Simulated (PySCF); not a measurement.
Two species compared at the same levels of theory.

First species: HOCN.
SMILES with atom numbers: `[N:1]#[C:2][OH:3]` (hydrogens: H4 on O3)

Second species: C4H4S.
Geometry (PBE0-D3(BJ)/def2-SVP, Å), atoms numbered from 1 in this order:
```
atom  x, y, z in Å
C1     2.212    0.203   -0.214
C2     1.068    0.051    0.156
C3    -0.279   -0.161    0.611
C4    -1.403   -0.230   -0.363
S5    -1.426    1.262    0.647
H6     3.224    0.347   -0.544
H7    -0.360   -0.804    1.495
H8    -1.158   -0.088   -1.421
H9    -2.194   -0.960   -0.166
```

Levels: CAM-B3LYP/def2-SVPD for dipole moment, HOMO energy, LUMO energy, HOMO–LUMO gap, static isotropic polarisability and electronic spatial extent ⟨r²⟩ about the centre of nuclear charge; TDDFT CAM-B3LYP/def2-SVPD for lowest singlet excitation; TDA CAM-B3LYP/def2-SVPD for lowest triplet excitation (Tamm–Dancoff); ΔSCF CAM-B3LYP/def2-SVPD for vertical ionisation energy; PBE0-D3(BJ)/def2-SVP for rotational constant A and rotational constant C. Geometries: PBE0-D3(BJ)/def2-SVP. Each species is one conformer at its optimised geometry, gas phase, non-relativistic unless stated; the electronic structure was computed with PySCF and density fitting.

(1) Which has the higher HOMO–LUMO gap?

(2) Which has the higher rotational constant C?

(3) Which has the higher HOMO energy?

(4) Which has the higher static isotropic polarisability?

(5) Which of the two has the higher T1 energy, and by how much?

(6) Which has the higher dipole moment?

(7) Which of the two has the higher ⟨r²⟩, and by how much?

(8) Which has the higher vertical ionisation energy?

## Answers

(1) The first: 10.50 eV against 8.59 eV, a difference of 1.91 eV.

(2) The first: 10.512 GHz against 2.341 GHz, a difference of 8.171 GHz.

(3) The second: -8.20 eV against -10.53 eV, a difference of 2.33 eV.

(4) The second: 65.6 au against 21.5 au, a difference of 44.1 au.

(5) The first: 6.60 eV against 4.09 eV, a difference of 2.51 eV.

(6) The first: 3.98 D against 1.63 D, a difference of 2.35 D.

(7) The second: 531 bohr² against 129 bohr², a difference of 402 bohr².

(8) The first: 12.11 eV against 9.10 eV, a difference of 3.01 eV.

On the first: No computed singlet falls in the visible range (750 to 380 nm, 1.65 to 3.26 eV); S1 lies 3.66 eV above its blue end. The 10 singlets span 6.92 to 10.42 eV, and their oscillator strengths add up to 0.22.

On the second: The vertical singlet–triplet gap S1 − T1 is 0.47 eV (TDDFT singlet less Tamm–Dancoff triplet; S1: HOMO→LUMO, weight 0.91; T1: HOMO→LUMO, weight 0.91).
